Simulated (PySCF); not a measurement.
Level of theory: PBE-D3(BJ)/def2-TZVP // B3LYP-D3(BJ)/def2-TZVP run with PySCF 2.14.0. All species are isolated molecules in the gas phase. Excitations are Tamm–Dancoff values on a coarser integration grid. The basis has no diffuse functions, so Rydberg states are missing or too high.

Reference species (SMILES): `IB(I)I` (neutral, multiplicity 1).

| Quantity | Value |
|---|---|
| LUMO | -3.26 eV |
| S1 excitation (TDA) | 3.08 eV |
| S1–T1 gap (TDA) | 0.15 eV |

After one change: the LUMO rises by 2.87 eV; the S1 excitation (TDA) rises by 6.62 eV; the S1–T1 gap (TDA) goes up by 0.11 eV.

Q: What was changed between the two runs? The new species is one of these.
A. `FB(I)I`
B. `FB(F)I`
C. `FB(F)F`

A: C, `FB(F)F`
